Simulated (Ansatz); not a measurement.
The same path of C₂H₄FN (8 atoms, charge 0, multiplicity 1) was run twice with different band settings. Lost on the way: C2–H7. Made: N1–H7.

Computed with RKS PBE0-D4/6-31G* (Ansatz).

Relaxed end points:

```xyz
8
Properties=species:S:1:pos:R:3
N -0.241 1.177 -0.395
C 0.222 0.162 0.436
C 0.347 -1.115 0.084
F -0.073 -1.531 -1.135
H -0.704 0.822 -1.222
H -0.822 1.859 0.075
H 0.573 0.469 1.417
H 0.791 -1.900 0.684
```

```xyz
8
Properties=species:S:1:pos:R:3
N -0.150 1.001 0.036
C 0.115 -0.200 0.966
C 0.228 -1.257 0.163
F 0.118 -1.220 -1.229
H -0.193 0.754 -0.964
H -1.026 1.443 0.308
H 0.583 1.695 0.175
H 0.417 -2.273 0.490
```

Common settings: climbing image yes; spring 5.0 eV/Å²; optimiser quadratic models (default); start path through a guess of the saddle point; force threshold 0.05 eV/Å; iteration limit 60; end points relaxed.

| run | movable images |
| --- | --- |
| 1 | 5 |
| 2 | 1 |

What does each run give, and how far can it be trusted?

Run 1: converged after 11 iterations, highest image 3.795 eV above the first end. Neighbouring images differ by up to 1.8 eV, so the band resolves the path poorly. A vibrational analysis at the climbing image gives one clearly imaginary mode, 1659i cm⁻¹: a first-order saddle point.
Run 2: converged after 14 iterations, highest image 3.795 eV above the first end. Neighbouring images differ by up to 3.8 eV, so the band resolves the path poorly. Another band between the same ends (5 images) ends at a top of the same energy, where a vibrational analysis finds 1 clearly imaginary mode. So few images can step over the top or miss a turn of the path.
The orbitals stay closed-shell, which can raise the energy where a bond breaks towards radicals; this wasn't checked here.
